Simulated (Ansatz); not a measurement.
**AlBH₄: up Jacob's ladder to CCSD(T)**

Aim: compute AlBH₄ with functionals from several rungs and with coupled cluster, and see how far each lands from CCSD(T) at the basis-set limit for the atomisation energy.

Method: functionals in def2-TZVPP, the program's frozen cores in correlated methods; program: Ansatz 0.2.0, Gaussian basis.

Levels to be run: LDA (SPW92), PBE-D4, revPBE-D4, BLYP-D4, r2SCAN-D4, B97M-V, PBE0-D4, B3LYP-D4, r2SCANh-D4, r2SCAN0-D4, HSE06-D4, BHLYP-D4, CAM-B3LYP-D4, LC-ωPBE, ωB97X-V, ωB97M-V, B2PLYP, PBE-QIDH; CCSD(T)/def2-SVP; CCSD(T)/def2-TZVPP; CCSD(T)/def2-QZVPP; extrapolation to the limit; RPA on PBE.

1 further run of the same task is left out (it didn't finish).

**1. The geometry**

The geometry comes from an earlier relaxation with PBE0-D4 in a triple-zeta def2 set; it is a stationary point.

SMILES `[BH2][AlH2]`, 6 atoms, charge 0, spin multiplicity 1.

Atoms are counted from 1 here; the program's logs count them from 0.

Bond lengths: B1–Al2 2.115 Å, B1–H3 1.201 Å, B1–H4 1.201 Å, Al2–H5 1.594 Å, Al2–H6 1.594 Å. Angles: Al2–B1–H3 122.9°, Al2–B1–H4 122.9°, H3–B1–H4 114.2°, B1–Al2–H5 121.0°, B1–Al2–H6 121.0°, H5–Al2–H6 118.0°.

**2. LDA**

This LDA is Slater exchange with PW92 correlation.

Contents of in.yaml:

```yaml
crystal:
  periodic: [false, false, false]
  atoms:
    - {symbol: B, position_ang: [-0.020302, -1.123373, 0.033417]}
    - {symbol: Al, position_ang: [0.031490, 0.989427, -0.044656]}
    - {symbol: H, position_ang: [-0.974295, -1.765091, -0.312050]}
    - {symbol: H, position_ang: [0.901828, -1.783729, 0.426988]}
    - {symbol: H, position_ang: [0.549343, 1.750140, -1.345877]}
    - {symbol: H, position_ang: [-0.446065, 1.868524, 1.195978]}
basis:
  gaussian: {orbitals: def2-TZVPP}
hamiltonian: {xc: lda}
output: {orbitals: {seedname: orbitals}}
```

On the command line:

```bash
$ ansatz run in.yaml --threads 2 --pin off --events-out ev --progress --plain --max-ram 4352MiB
```

After this run come: PBE-D4 (GGA); revPBE-D4 (GGA); BLYP-D4 (GGA); r2SCAN-D4 (meta-GGA); B97M-V (meta-GGA); B3LYP-D4 (hybrid); r2SCANh-D4 (hybrid); r2SCAN0-D4 (hybrid); HSE06-D4 (hybrid); BHLYP-D4 (hybrid); CAM-B3LYP-D4 (range-separated); LC-ωPBE (range-separated); ωB97X-V (range-separated); ωB97M-V (range-separated); B2PLYP (double hybrid); PBE-QIDH (double hybrid); CCSD(T) in def2-SVP; CCSD(T) in def2-TZVPP; CCSD(T) in def2-QZVPP; RPA on PBE orbitals.

**Question.** What will the summary of the whole plan be? Wanted: atomisation energy, CCSD(T)/CBS; farthest beyond LDA; mean size of error, GGA; mean size of error, meta-GGA; mean size of error, hybrid; mean size of error, range-separated; mean size of error, double hybrid; gap, smallest and largest; T1 diagnostic.

**Answer**, as computed:

| quantity | value |
| --- | --- |
| atomisation energy, CCSD(T)/CBS | 374.9 kcal/mol |
| functionals within 1.9 kcal/mol (0.5 %) | r2SCAN0-D4, BHLYP-D4, LC-ωPBE, B2PLYP |
| farthest beyond LDA | B97M-V (+10.1 kcal/mol) |
| mean size of error, GGA | 4.3 kcal/mol |
| mean size of error, meta-GGA | 6.7 kcal/mol |
| mean size of error, hybrid | 2.3 kcal/mol |
| mean size of error, range-separated | 3.2 kcal/mol |
| mean size of error, double hybrid | 2.3 kcal/mol |
| gap, smallest and largest | 2.79 eV (LDA (SPW92)), 10.21 eV (LC-ωPBE) |
| T1 diagnostic | 0.0104 |
| triples share of the correlation energy | 2.4 % |

What this shows: The LDA atomisation energy is off by 34.4 kcal/mol (9 %): it overbinds. PBE-D4 misses by -3.2 kcal/mol. Double hybrids carry the basis error of their MP2 part in triple zeta, and no dispersion term here, so their miss is partly the set-up's. Taken by rung, double hybrid functionals do best (2.3 kcal/mol on average) and meta-GGA ones worst beyond LDA (6.7 kcal/mol). The gap between the best rungs is small, so their order is not settled. Misses under about 1.9 kcal/mol are within the doubt on the reference itself, which lacks core-valence correlation, relativity and higher excitations. Hartree-Fock recovers 80 % of the binding; the rest is correlation. CCSD(T) in def2-SVP is off by -15.9 kcal/mol, more than most functionals: a good method in a small basis is no reference. The gap grows from 2.8 to 10.2 eV across the functionals, mostly with the share of exact exchange.
